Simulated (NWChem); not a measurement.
## A correction line for PBE0/def2-SVP: dipole moment

The dipole moment in D of 6 S-containing molecules: x at PBE0/def2-SVP, y as measured (NIST CCCBDB). Shapes, held fixed at every level: PBE0-D4/def2-TZVP; CS at the measured bond length. Programs: NWChem 7.3.0.

| molecule | x (D) | y (D) |
| --- | --- | --- |
| SO2F2 (sulfuryl fluoride) | 1.04 | 1.12 |
| SF2 (sulfur difluoride) | 1.32 | 1.05 |
| CH4S (methanethiol) | 1.59 | 1.52 |
| CH2S (methanethial) | 1.67 | 1.65 |
| SO2 (sulfur dioxide) | 1.75 | ? |
| CS (carbon monosulfide) | 1.80 | 1.98 |

Q: Fit y = c + s·x to the known rows and predict y for SO2.

A: 
1. Means of the 5 rows: x = 1.4840, y = 1.464.
2. Σ(Δx)² = 0.36972, Σ(Δx·Δy) = 0.42422, so the slope is 0.42422/0.36972 = 1.1474.
3. Intercept: 1.464 − (1.1474) × 1.4840 = -0.239. The largest residual of the fit is 0.23.
4. SO2: -0.239 + 1.1474 × 1.75 = 1.77 D.

The measured value is 1.63 D, so the prediction is off by +0.14 D, within the largest residual. Uncorrected, PBE0/def2-SVP misses SO2 by +0.12 D, and the other rows by 0.12 on average. The line makes this one worse. Left out in turn, the other rows are missed by 0.27 D on average, worse than no correction.
